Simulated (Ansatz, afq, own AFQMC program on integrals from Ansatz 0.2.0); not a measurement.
# SiGeH, quartet in cc-pVDZ, levels against CCSDT(Q)

```yaml
atoms:
  - { symbol: Si, position_ang: [0.0000, 0.0406, 1.7372] }
  - { symbol: Ge, position_ang: [0.0000, -0.0362, -0.6556] }
  - { symbol: H, position_ang: [0.0000, 1.4755, -1.1562] }
```

Connectivity, by distances: Si–GeH.

Basis cc-pVDZ. Only valence electrons are correlated. AFQMC by an in-house program on the Cholesky factors that Ansatz 0.2.0 writes for its CCSD(T) run. ph-AFQMC/CISD is guided by a CISD state made of CCSD amplitudes; releasing the constraint for a short imaginary time cuts its bias at the price of noise, slowly where states lie close. Free AFQMC starts from the CCSD state and is never constrained. Its projection time is finite, and what remains of the start isn't in its error. ± is one standard error of the sampling. No spin–orbit coupling.

Determinant: UHF, the one that the program's search chose, which needn't be the lowest solution. The geometry is a point of a scan.

No full CI on the walks' own integrals is used here; CCSDT(Q) serves as the reference and is uncertain by about the last step of the cluster series.

Cautions: no relativity below Rb; no spin-orbit coupling; inner d shell frozen; lower spins were not checked; the released energies are still falling, so no released level is given (meV from the phaseless value at times in 1/Eh: 5 ± 10 at 0.24, -1 ± 8 at 0.51, -12 ± 9 at 0.99, -19 ± 11 at 1.62, -42 ± 12 at 2.40), though the last usable value meets CCSDT(Q) within the noise; the ph-AFQMC/CISD walk drifts between its halves (2.0 errors).

```
T1 diagnostic                               : 0.0304
weight of the determinant in the CISD state : 0.854
⟨S²⟩ of the determinant                     : 3.773
size of the correlated space                : 9 electrons in 31 orbitals
```

```
  level  correlation energy (eV)
    MP2                  -3.5273
   CCSD                  -4.4860
CCSD(T)                  -4.6697
```

Question: Estimate where phaseless AFQMC with the Hartree–Fock trial lies against CCSD(T) on the same integrals.

Answer: 9.1 ± 4.7 kJ/mol above CCSD(T). The gap is under twice the noise, so this walk alone can't tell the two apart.

Reference: CCSDT(Q), correlation energy -4.730 eV.

```tsv
level	E − E(reference) (kJ/mol)	share of correlation (%)
CCSD(T)	5.8	98.73
CCSDT	1.3	99.72
ph-AFQMC/HF	14.9 ± 4.7	96.74
ph-AFQMC/CISD	3.9 ± 0.9	99.15
free AFQMC	-0.1 ± 1.7	100.02
```

Free projections are given only where their last times agree within the noise and don't stop above the reference; a slow remainder of the start can still hide under it. A walk keeps the symmetry of its determinant, which the program's search chose and which needn't be the lowest solution, so a lower state of the same spin and another symmetry isn't excluded.
